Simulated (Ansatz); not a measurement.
# CH₂ClF (SMILES FCCl): single points off equilibrium

An exercise on one series of results from a longer session: the logs are not shown, and one member is left open.

Method: single points in def2-TZVPP; program: Ansatz 0.2.0, Gaussian basis.

Correlated methods freeze the cores.

### Starting geometry

SMILES `FCCl`, 5 atoms, charge 0, spin multiplicity 1.

Atoms are counted from 1 here; the program's logs count them from 0.

Bond lengths: F1–C2 1.350 Å, C2–Cl3 1.755 Å, C2–H4 1.143 Å, C2–H5 1.150 Å. Angles: F1–C2–Cl3 110.0°, F1–C2–H4 110.2°, F1–C2–H5 104.8°, Cl3–C2–H4 108.7°, Cl3–C2–H5 110.7°, H4–C2–H5 112.4°.

Coordinates:

```xyz
5

F    -0.94760    0.56720    0.72940
C     0.10460    0.05500    0.05720
Cl   -0.42850   -1.24500   -0.99370
H     0.87700   -0.36050    0.79010
H     0.51490    0.93360   -0.56060
```

The first run:

Contents of run/in.yaml:

```yaml
crystal:
  periodic: [false, false, false]
  atoms:
    - {symbol: F, position_ang: [-0.947600, 0.567200, 0.729400]}
    - {symbol: C, position_ang: [0.104600, 0.055000, 0.057200]}
    - {symbol: Cl, position_ang: [-0.428500, -1.245000, -0.993700]}
    - {symbol: H, position_ang: [0.877000, -0.360500, 0.790100]}
    - {symbol: H, position_ang: [0.514900, 0.933600, -0.560600]}
basis:
  gaussian: {orbitals: def2-TZVPP}
correlation: {method: ccsd_t}
output: {forces: true}
```

The command line of these runs was not kept.

Steps of the session up to this table: CCSD(T)/def2-TZVPP; PBE0-D4/def2-TZVPP; wB97M-V/def2-TZVPP; r2SCAN-D4/def2-TZVPP; PBE-D4/def2-TZVPP; SPW92/def2-TZVPP; BLYP-D4/def2-TZVPP.

One of the session's tables, all rows but one given; the rest of the session is left out.

| method | RMS force component (eV/Å) | angle to CCSD(T) forces (°) | dipole (D) |
| --- | --- | --- | --- |
| CCSD(T) | 0.883 | reference | 1.68 |
| PBE0-D4 | 0.798 | 7.5 | 1.70 |
| wB97M-V | 0.877 | 1.9 | 1.69 |
| r2SCAN-D4 | 0.844 | 2.2 | 1.67 |
| PBE-D4 | 0.798 | 12.1 | 1.58 |
| SPW92 | ? | ? | ? |
| BLYP-D4 | 0.945 | 19.0 | 1.59 |

**Question.** Estimate the row for SPW92.

As computed: RMS force component (eV/Å): 0.604; angle to CCSD(T) forces (°): 11.2; dipole (D): 1.65. In the column «RMS force component (eV/Å)» it is the lowest.
